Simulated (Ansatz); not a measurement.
A structure relaxed at r2SCAN-D4/def2-TZVP in Ansatz, charge 0, singlet:

```xyz
7

B    -0.205    0.851   -0.088
H    -0.707    1.255   -1.098
H    -0.117    1.603    0.841
C     0.233   -0.627    0.042
H    -0.686   -1.130    0.395
H     0.989   -0.829    0.803
H     0.493   -1.122   -0.896
```

Task: Give its formula, name or SMILES and point group.

Result: BH2Me (CH₅B). Point group Cs (tolerance 0.1 Å).

Task: Summarise the bond lengths by kind (pairs closer than 1.2 times the sum of covalent radii, bridged metal pairs left out).

Result: 1 × B–C 1.55 Å; 3 × C–H 1.09 to 1.11 Å; 2 × B–H 1.20 Å.
